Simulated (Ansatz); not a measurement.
Born–Oppenheimer molecular dynamics of H3OP (5 atoms, charge 0, multiplicity 1). It goes on from the last frame of an earlier run, with new velocities.

Method: RKS BLYP-D4/def2-SVP (Ansatz 0.2.0).

```yaml
ensemble: NVE (velocity Verlet)
time_step: 1 fs
steps_asked: 266
starting_velocities_drawn_for: 700 K
seed: 696583
```

First frame:

```xyz
5
Properties=species:S:1:pos:R:3
O 0.249 -0.990 0.503
P -0.028 0.356 -0.557
H 0.404 -1.713 -0.155
H -1.252 0.900 0.187
H 0.804 1.280 0.192
```

Task: How far do the bonds stretch over the last three quarters of this one trajectory? (Pairs bonded in most of those frames.)

Result: 
```json
{"bond": "O1–P2", "mean (Å)": "1.712", "spread (Å)": "0.045", "shortest": "1.64", "longest": "1.77"}
{"bond": "O1–H3", "mean (Å)": "0.979", "spread (Å)": "0.016", "shortest": "0.95", "longest": "1.00"}
{"bond": "P2–H4", "mean (Å)": "1.465", "spread (Å)": "0.079", "shortest": "1.34", "longest": "1.59"}
{"bond": "P2–H5", "mean (Å)": "1.461", "spread (Å)": "0.049", "shortest": "1.37", "longest": "1.56"}
```

Mean temperature of the second half: 484 K. The conserved energy stayed within 1.3 meV per atom of its start (net change 0.1 meV per atom), so the integration is sound. A run of 0.27 ps of so small a system gives no equilibrium averages.

Run time: 3.1 min on 1 thread of Arm Neoverse V1, on a shared host, peak memory 0.088 GiB.
